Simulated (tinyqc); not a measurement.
Hueckel theory of the pi electrons with the omega technique, for the molecule C=CC=C[CH2+] (SMILES; centres numbered as the heavy atoms are written), step by step. One step of it, computed by the program tinyqc.

Problem. Orbitals, round 2. Diagonalise; E = alpha + x beta with beta < 0, so the largest x are filled first; degenerate levels share their electrons. P = sum n_i c_ri c_si; each orbital has its largest coefficient positive (the first on a tie).

matrix after round 1:
```
,1C,2C,3C,4C,5C
1C,0.060000,1.000000,0.000000,0.000000,0.000000
2C,1.000000,0.000000,1.000000,0.000000,0.000000
3C,0.000000,1.000000,0.060000,1.000000,0.000000
4C,0.000000,0.000000,1.000000,0.000000,1.000000
5C,0.000000,0.000000,0.000000,1.000000,0.060000
```

pi electrons, sum of z_r less the charge = 4

Give: x values; occupations; coefficients; charge and bond-order matrix P.

Solution.

x values: 1.7623  1.0304  0.0600  -0.9704  -1.7023

occupations: 2.0000  2.0000  0.0000  0.0000  0.0000

coefficients:
```
,MO1,MO2,MO3,MO4,MO5
1C,0.2912,0.5074,0.5774,-0.4924,0.2862
2C,0.4957,0.4924,0.0000,0.5074,-0.5043
3C,0.5823,0.0000,-0.5774,0.0000,0.5723
4C,0.4957,-0.4924,0.0000,-0.5074,-0.5043
5C,0.2912,-0.5074,0.5774,0.4924,0.2862
```

charge and bond-order matrix P:
```
,1C,2C,3C,4C,5C
1C,0.6845,0.7884,0.3391,-0.2111,-0.3454
2C,0.7884,0.9763,0.5773,0.0063,-0.2111
3C,0.3391,0.5773,0.6782,0.5773,0.3391
4C,-0.2111,0.0063,0.5773,0.9763,0.7884
5C,-0.3454,-0.2111,0.3391,0.7884,0.6845
```
